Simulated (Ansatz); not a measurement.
# AlCN (triplet): correlated methods under varied settings

An exercise on one series of results from a longer session: the logs are not shown, and one member is left open.

Method: the settings change from run to run; program: Ansatz 0.2.0, Gaussian basis.

22 further runs of the same task are left out: 4 for a known fault of the program, 7 that didn't finish, 11 set aside as unsound or not needed.

### The geometry

The geometry is a PBE0/def2-TZVP stationary point (not a proven minimum) of the parent state, kept for this charge and spin.

3 atoms, charge 0, spin multiplicity 3.

Atoms are counted from 1 here; the program's logs count them from 0.

Bond lengths: Al1–C2 2.025 Å, C2–N3 1.157 Å. Angles: Al1–C2–N3 180.0°.

The first run:

Input file in.yaml:

```yaml
crystal:
  periodic: [false, false, false]
  atoms:
    - {symbol: Al, position_ang: [0.000000, 0.000000, 1.735900]}
    - {symbol: C, position_ang: [0.000000, 0.000000, -0.289400]}
    - {symbol: N, position_ang: [0.000000, 0.000000, -1.446500]}
basis:
  gaussian: {orbitals: cc-pVDZ, fitting: {mean_field: def2-universal-jkfit}}
magnetization: {spin_polarized: true, initial_magnetization: 2}
hamiltonian: {xc: {name: PBE}}
correlation: {method: ccsd_t, electrons: all}
accuracy: high
```

Run with:

```bash
> ansatz run in.yaml --threads 1 --pin off --events-out ev --progress --plain --max-ram 2393MiB
```

Steps of the session up to this table: CCSD(T)/cc-pVDZ; CCSD(T) on ROHF/cc-pVDZ; BCCD on ROHF/cc-pVDZ; BCCD(T) on ROHF/cc-pVDZ; BCCD(T)/cc-pVDZ.

One table of the session follows, with a row left open; its other results are not shown here.

| level | from RCCSDT(Q) (meV) |
| --- | --- |
| CCSD(T)/cc-pVDZ (on PBE orbitals) |  |
| CCSD(T) on ROHF/cc-pVDZ | 61.5 |
| BCCD on ROHF/cc-pVDZ | ? |
| BCCD(T) on ROHF/cc-pVDZ | 60.4 |
| BCCD(T)/cc-pVDZ (on r2SCAN orbitals) | 112.8 |

**Question.** Estimate the row for BCCD on ROHF/cc-pVDZ.

As computed: from RCCSDT(Q) (meV): 474.2.
